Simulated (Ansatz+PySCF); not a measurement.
Results of a calculation; reference values are marked as such.
**Several solutions for doublet C₆H₅**

```xyz
11

C     1.3623    0.0121    0.0339
C     0.7390    1.2517   -0.0288
C    -0.6509    1.2490   -0.0283
C    -1.3186   -0.0144   -0.0478
C    -0.6646   -1.2442    0.0199
C     0.7588   -1.2731   -0.0114
H     1.3187    2.1185   -0.0001
H    -1.1559    2.1569   -0.0428
H    -2.4358    0.0267   -0.0367
H    -1.1827   -2.1724   -0.0478
H     1.3234   -2.2108   -0.0255
```

Basis set: def2-SVP (spherical functions). Charge 0, multiplicity 2.

ωB97X (unrestricted) was run from several starts with Ansatz (development build ahead of 0.2.0) and PySCF 2.14.0.

```csv
run,program,start,converged,energy (hartree),<S²>
A,Ansatz,"atomic start, no search",yes,-231.31531,0.77
B,Ansatz,stability test followed,yes,-231.31531,0.77
C,PySCF,program defaults,yes,-231.31530,0.77
D,Ansatz,search for the lowest state,yes,-231.31531,0.77
E,PySCF,"guess minao, instabilities followed",no,–,–
```

Task: Which runs reached the lowest solution of this kind, and what is wrong with the others?

Result: A, B, C, D reached the lowest solution found. Not converged: E.
